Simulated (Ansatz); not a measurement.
## Structural energy differences of magnesium

These are results of DFT, BLYP, plane waves (420 eV) with PAW, scalar-relativistic (Ansatz), not measurements. (PAW data from PBE, frozen cores regenerated.)

Each structure is relaxed within its own symmetry, so a high-lying one may be dynamically unstable.

```tsv
structure	ΔE (meV/atom)	V (Å³/atom)	cell	magnetic state
hcp	0	23.42	a = 3.216 Å, c = 5.229 Å (c/a = 1.626)	spin not included
dhcp	6	23.53	a = 3.219 Å, c = 10.485 Å (c/a = 3.257)	spin not included
fcc	11	23.72	a = 4.561 Å	spin not included
bcc	34	23.50	a = 3.609 Å	spin not included
A15	36	24.09	a = 5.777 Å	spin not included
omega (AlB2-type)	54	23.95	a = 5.143 Å, c = 3.136 Å (c/a = 0.610)	spin not included
simple cubic	276	29.54	a = 3.091 Å	spin not included
diamond	454	45.41	a = 7.135 Å	spin not included
```

ΔE counts from hcp.

Differences under about 8 meV lie within the error of the k-point mesh.
